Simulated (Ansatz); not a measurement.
acetylene (SMILES C#C) moved off its minimum; all values from Ansatz (an electronic-structure program), cores frozen in correlated methods.
(charge 0, multiplicity 1)
```xyz
4

C      0.0714     0.1015    -0.5323
C     -0.1318     0.0302     0.5370
H      0.1721    -0.0318    -1.6926
H     -0.0243    -0.0292     1.5646
```

| level | largest force (eV/Å) | on atom | rms difference from CCSD(T)/aug-cc-pVTZ (eV/Å) | dipole (D) |
|---|---|---|---|---|
| HF/def2-TZVPP | 18.40 | C1 | 1.035 | 0.34 |
| PBE/def2-TZVPP | 20.15 | C1 | 0.254 | 0.32 |
| r2SCAN/def2-TZVPP | 19.65 | C1 | 0.440 | 0.33 |
| B3LYP/def2-TZVPP | 19.29 | C1 | 0.585 | 0.32 |
| wB97M-V/def2-TZVPP | 19.32 | C1 | 0.578 | 0.32 |
| MP2/aug-cc-pVTZ | 20.85 | C1 | 0.074 | 0.31 |
| CCSD(T)/aug-cc-pVTZ | 20.69 | C1 | 0.000 | 0.30 |

The differences count from one level among others, with limits of its own. Forces at CCSD(T)/aug-cc-pVTZ (eV/Å):

```csv
atom,Fx,Fy,Fz
C1,2.878,0.206,-20.490
C2,-2.237,-0.860,16.105
H3,-0.202,0.670,3.140
H4,-0.438,-0.015,1.245
```
